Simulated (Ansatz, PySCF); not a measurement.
System: trans-1,3-butadiene, C₄H₆, net charge 0, singlet state. 
Geometry from a B3LYP-D3(BJ)/def2-TZVP (Ansatz, a quantum-chemistry and plane-wave program) optimisation:
SMILES: C(C=C)=C
```xyz
10

C      0.5975     1.7431     0.0042
C      0.5995     0.4091     0.0007
C     -0.5995    -0.4091    -0.0007
C     -0.5975    -1.7431    -0.0042
H      1.5168     2.3130     0.0051
H     -0.3292     2.3053     0.0062
H      1.5464    -0.1238    -0.0012
H     -1.5464     0.1238     0.0012
H      0.3292    -2.3053    -0.0062
H     -1.5168    -2.3130    -0.0051
```
Charge 0, spin multiplicity 1.

Total electronic energies in hartree. Cores are frozen in the correlated levels unless marked. Spin-orbit coupling is left out. Non-relativistic unless marked X2C. Basis-set limits of correlation are two-point, X^-3; Hartree-Fock from the larger set. The bracket is a focal-point correction in the basis named.

The Hartree-Fock reference is unstable (checked in the largest basis), which strains HF and MP2. 

| level | program | energy (Eh) |
|---|---|---|
| HF/def2-TZVPD | PySCF | -154.98076 |
| HF-D4/def2-TZVPD | PySCF + dftd4 | -155.00364 |
| RI-HF/aug-cc-pVTZ | Ansatz | -154.97919 |
| RI-HF/cc-pVTZ | Ansatz | -154.97775 |
| RI-HF/cc-pVQZ | Ansatz | -154.98777 |
| BLYP-D4/def2-TZVPD | Ansatz + dftd4 | -155.98667 |
| revPBE/def2-TZVPD | Ansatz | -156.00346 |
| r2SCAN-D4/def2-TZVPD | Ansatz + dftd4 | -155.94776 |
| B97M-V/def2-TZVPD | Ansatz | -156.05167 |
| PBE0/6-31G* | Ansatz | -155.78874 |
| PBE0/def2-TZVPD | Ansatz | -155.84893 |
| BHLYP-D3(BJ)/def2-TZVPD | Ansatz + dftd3 | -155.95604 |
| BHLYP/def2-TZVPD | Ansatz | -155.94782 |
| r2SCANh/def2-TZVPD | Ansatz | -155.93926 |
| HSE06-D3(BJ)/def2-TZVPD | Ansatz + dftd3 | ? |
| B2GP-PLYP-D4/def2-TZVPD | Ansatz + dftd4 | -155.86488 |
| B2PLYP-D3(BJ)/def2-TZVPD | Ansatz + dftd3 | -155.90188 |
| B2PLYP-D4/def2-TZVPD | Ansatz + dftd4 | -155.90106 |
| MP2/6-31G | Ansatz | -155.21493 |
| RI-MP2/CBS(aug-cc-pVTZ,aug-cc-pVQZ) | Ansatz | -155.7087 |
| CCSD(T)/cc-pVDZ | Ansatz | -155.53616 |
| X2C-CCSD(T)/cc-pVTZ-DK | Ansatz | -155.75445 |
| RI-MP2/CBS(cc-pVTZ,cc-pVQZ)+[CCSD(T)-MP2]/cc-pVTZ | Ansatz | -155.7752 |

Task: Complete the blanks.

Result: 
- HSE06-D3(BJ)/def2-TZVPD, energy (Eh): -155.84338
